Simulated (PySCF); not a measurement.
Method: M06-2X/def2-TZVP // PBE0-D3(BJ)/def2-SVP in PySCF. All species are isolated molecules in the gas phase. Delta-SCF ions had no search for a lower state. 

Reference species (SMILES): `N` (neutral, multiplicity 1).

| Item | Value |
|---|---|
| vertical ionisation energy (Delta-SCF) | 11.00 eV |
| HOMO–LUMO gap | 10.91 eV |
| dipole moment | 1.80 D |

After one change: the vertical ionisation energy (Delta-SCF) falls by 2.26 eV; the HOMO–LUMO gap falls by 1.64 eV; the dipole moment falls by 0.25 D.

Name the change that produced these shifts. The new species is one of these.
A. `O`
B. `S`
C. `CSC`
D. `CN(C)C`

C, `CSC`
